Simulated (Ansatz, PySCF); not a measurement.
# How well does each level of theory give the band gap of rock-salt MgO?

Reference value: 8.36 eV (measured, zero-point renormalisation of 0.53 eV added back (the table's ZPR column); as tabulated in Chen et al. (2018), doi:10.1103/physrevmaterials.2.073803).

What do LDA, PBE, r²SCAN-D4, PBE0, Hartree–Fock give, and how far is each from the reference?


```csv
level (code),value (eV),cell (Å³/atom),error (eV)
LDA (Ansatz),4.69 (direct),9.31,-3.67
PBE (Ansatz),4.78 (direct),9.31,-3.58
r²SCAN-D4 (Ansatz),5.76,9.22,-2.60
PBE0 (Ansatz),7.26 (direct),9.31,-1.10
Hartree–Fock (PySCF),15.79 ± 0.1,9.31,+7.43
```

Of these levels PBE0 (-1.10 eV) comes nearest. Hartree–Fock (+7.43 eV) lies farthest from it. No level tried lands within 0.2 eV. Even the nearest is off by 1.10 eV.

Semilocal Kohn–Sham gaps run low as a rule, and all computed values are for a static lattice, while measured ones hold electron–phonon shifts unless said otherwise.  A ± on a computed value is a rough bar: the spread of its extrapolation, a floor set from checks against published values, or a statistical error. r²SCAN-D4: the gap is read on the k mesh or supercell of the run alone and can be too large. Values are at the measured cell; r²SCAN-D4 at the level's own equilibrium cell. Cutoffs and k meshes differ between the levels. Ansatz's density-functional and Hartree–Fock values are scalar-relativistic unless marked +SOC, with PAW data made under PBE.

Differences are worked out from the printed values.

Ansatz is a first-principles code.
